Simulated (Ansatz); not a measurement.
Ideal-gas functions of B2H4Si, SMILES `B1B[SiH2]1` at 500 K and 1 bar, from an Ansatz frequency run at PBE0-D4/def2-TZVP.

Molar mass 53.74 g/mol, point group C2v (symmetry number 2), electronic degeneracy 1, moments of inertia 22.165, 51.089, 73.253 u Å². Harmonic wavenumbers (cm⁻¹, unscaled): 143, 207, 496, 503, 567, 634, 650, 707, 810, 944, 1325, 2231, 2250, 2765, 2804.

Use S(trans) = R[1.5 ln M + 2.5 ln T − 1.1517]; rotational temperatures θ = 24.2544 K / I; S(rot) = R[ln(√π/σ · √(T³/θAθBθC)) + 1.5]; for each mode x = 1.438777 ν̃/T, S = R[x/(eˣ − 1) − ln(1 − e⁻ˣ)] and H = RT x/(eˣ − 1); 1 cm⁻¹ = 0.0119627 kJ/mol; R = 8.31446 J/(mol·K).

By hand: the entropy, in J/(mol·K).

Translation 169.3. Rotation: θ = 1.0943, 0.4747, 0.3311 K, giving 96.3. Vibration, mode by mode: 15.76, 12.74, 6.03, 5.93, 5.11, 4.38, 4.22, 3.71, 2.94, 2.17, 0.90, 0.10, 0.10, 0.03, 0.02, in all 64.1. Electronic 0.0. Sum 329.7 J/(mol·K).

By hand: H − E and G − E in kJ/mol, counted from the electronic energy.

Zero-point energy ½ × 17036 × 0.0119627 = 101.9; thermal vibration 18.2; translation, rotation and pV give 4 RT = 16.6. H − E = 136.7 kJ/mol, and G − E = 136.7 − 500 × 329.7/1000 = -28.1 kJ/mol.

Vibration gives 19 % of the entropy, 15.8 J/(mol·K) of it from the mode under 150 cm⁻¹: soft modes count most, and the harmonic formula is weakest for them.
